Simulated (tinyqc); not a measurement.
MP2 on RHF in the sto-3g basis, for H2O, spin multiplicity 1, step by step. One step of it, computed by the program tinyqc.

Task: Iteration 1: diagonalisation and new density. Diagonalise F' = X^T F X, C = X C', fill 5 alpha and 5 beta electrons from the bottom; D = 2 C_occ C_occ^T. Each column has its largest component positive (the first on a tie).

Fock matrix F (hartree), lower triangle:
```
,1O 1s,1O 2s,1O 2px,1O 2py,1O 2pz,2H 1s,3H 1s
1O 1s,-18.846189
1O 2s,-4.882421,-1.851521
1O 2px,0.000000,0.000000,0.262348
1O 2py,0.000000,0.000000,0.000000,0.105774
1O 2pz,-0.012335,-0.189854,0.000000,0.000000,0.192907
2H 1s,-0.997537,-0.687650,0.000000,-0.201191,-0.188529,-0.191836
3H 1s,-0.997537,-0.687650,0.000000,0.201191,-0.188529,-0.228189,-0.191836
```

X, lower triangle:
```
,1O 1s,1O 2s,1O 2px,1O 2py,1O 2pz,2H 1s,3H 1s
1O 1s,1.024013
1O 2s,-0.140948,1.210368
1O 2px,0.000000,0.000000,1.000000
1O 2py,0.000000,0.000000,0.000000,1.106093
1O 2pz,-0.008393,0.087000,0.000000,0.000000,1.040167
2H 1s,0.021166,-0.268185,0.000000,-0.217346,-0.124249,1.174201
3H 1s,0.021166,-0.268185,0.000000,0.217346,-0.124249,-0.069128,1.174201
```

Give: F' = X^T F X; orbital energies; coefficients C; D after iteration 1.

Result:

F' = X^T F X (hartree), lower triangle:
```
,1,2,3,4,5,6,7
1,-18.468
2,-2.640,-0.760
3,0.000,0.000,0.262
4,0.000,0.000,0.000,0.326
5,-0.022,-0.048,0.000,0.000,0.276
6,-0.147,-0.380,0.000,-0.331,-0.206,0.202
7,-0.147,-0.380,0.000,0.331,-0.206,-0.081,0.202
```

orbital energies (hartree): MO1 -18.858, MO2 -0.723, MO3 -0.164, MO4 0.147, MO5 0.262, MO6 0.603, MO7 0.774

coefficients C:
```
,MO1,MO2,MO3,MO4,MO5,MO6,MO7
1O 1s,0.993,-0.228,0.000,0.133,0.000,-0.116,0.000
1O 2s,0.030,0.800,0.000,-0.663,0.000,0.746,0.000
1O 2px,0.000,0.000,0.000,0.000,1.000,0.000,0.000
1O 2py,0.000,0.000,0.542,0.000,0.000,0.000,1.012
1O 2pz,0.003,0.178,0.000,0.694,0.000,0.779,0.000
2H 1s,-0.006,0.186,0.486,0.356,0.000,-0.733,-0.764
3H 1s,-0.006,0.186,-0.486,0.356,0.000,-0.733,0.764
```

D after iteration 1, lower triangle:
```
,1O 1s,1O 2s,1O 2px,1O 2py,1O 2pz,2H 1s,3H 1s
1O 1s,2.112
1O 2s,-0.481,2.159
1O 2px,0.000,0.000,2.000
1O 2py,0.000,0.000,0.000,0.587
1O 2pz,0.111,-0.635,0.000,0.000,1.028
2H 1s,-0.002,-0.176,0.000,0.526,0.561,0.794
3H 1s,-0.002,-0.176,0.000,-0.526,0.561,-0.148,0.794
```
